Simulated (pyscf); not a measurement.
AsH₃ + HO–GeH₃ -> H₃Ge–AsH₂ + H₂O, a four-centre exchange (singlet surface; As–H, Ge–O broken, As–Ge, H–O formed). Optimised with ωB97X-D3(BJ)/def2-SVP in PySCF. Energies in kcal/mol from the separated reactants.

Small-basis levels: PySCF, no dispersion term, spherical d functions. AM1 to PM7: differences of heats of formation from MOPAC, which are fitted to 298 K values and so differ in kind from electronic energies by zero-point and thermal terms. GFN2-xTB: tblite. Cost: rough CPU time at the saddle relative to B3LYP/6-31G*+LANL2DZ, from one job on a shared machine.

```
level                    barrier  reaction energy        cost
-----------------------  -------  ---------------  ----------
MP2/6-31G*+LANL2DZ          44.5             +6.3         0.1
M06-2X/6-31G*+LANL2DZ       33.5             +1.8           2
B3LYP/6-311+G**+LANL2DZ     38.7             -1.5           2
PBE/def2-SVP                28.3             -1.9           4
GFN2-xTB                    61.3            +10.5  under 0.02
AM1                         36.0             -0.9  under 0.02
PM6                         57.7            +18.7  under 0.02
ωB97M-D3(BJ)/def2-TZVP      36.9             -3.0           –
```

Against the last row the barrier runs from -8.6 (PBE/def2-SVP) to +24.4 kcal/mol (GFN2-xTB). ωB97M-D3(BJ)/def2-TZVP has limits of its own. One saddle was located; it need not be the lowest between these sides. In the def2 sets elements up to Kr have no core potential.
